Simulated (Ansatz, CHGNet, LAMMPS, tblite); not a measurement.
# Ladder of methods for the TA phonon frequency at L of zinc-blende InP

Reference value: 55 cm⁻¹ (measured, temperature not stated, not corrected to a static lattice; as tabulated in Ioffe Institute, NSM Archive: InP, mechanic properties page).

```tsv
level (code)	value (cm⁻¹)	cell (Å³/atom)	difference (%)
Vashishta InP.vashishta (LAMMPS)	76	25.26	+38
GFN2-xTB (tblite)	18	27.73	-67
CHGNet 0.3.0	53	26.43	-3.6
LDA (Ansatz)	53	24.73	-3.6
PBE (Ansatz)	54	26.45	-1.8
PBE-D3(BJ) (Ansatz)	51	25.59	-7.3
r²SCAN (Ansatz)	55	25.77	0.0
r²SCAN+rVV10 (Ansatz)	53	25.49	-3.6
B3LYP (VWN-RPA form) (Ansatz)	60	26.80	+9.1
r²SCAN0 (Ansatz)	58	25.32	+5.5
r²SCANh (Ansatz)	56	25.57	+1.8
Hartree–Fock (Ansatz)	69	26.72	+25
```

Leaving aside GFN2-xTB (imaginary modes in this run): Once the reference is moved by up to 3.0 % (a margin picked here for doubts on the reference and the settings, and for temperature and zero-point motion) and values within 1.0 % count as equal, the nearest can be r²SCAN (0.0 %), PBE (-1.8 %), r²SCANh (+1.8 %), CHGNet 0.3.0 (-3.6 %), LDA (-3.6 %) or r²SCAN+rVV10 (-3.6 %). Among them Vashishta InP.vashishta (+38 %) misses by most.

The measured value isn't corrected to a static lattice, so vibrations enter the comparison.  GFN2-xTB: the method was fitted mainly to molecules. GFN2-xTB: the run uses a supercell at the zone centre in place of a k mesh. PBE-D3(BJ): the dispersion coefficients are held fixed in the derivatives. Each level is taken at its own relaxed cell. Cutoffs and k meshes differ between the levels. Ansatz's density-functional and Hartree–Fock values are scalar-relativistic unless marked +SOC, with PAW data made under PBE.

Empirical potentials (Vashishta InP.vashishta) are fitted to chosen data: where that held the value shown, agreement is built in, and what lay outside the fit can be far off. Machine-learned potentials (CHGNet 0.3.0) are trained on DFT data: a solid inside that data is no test of them.

Differences are worked out from the printed values.

Ansatz is a quantum-chemistry and plane-wave program.
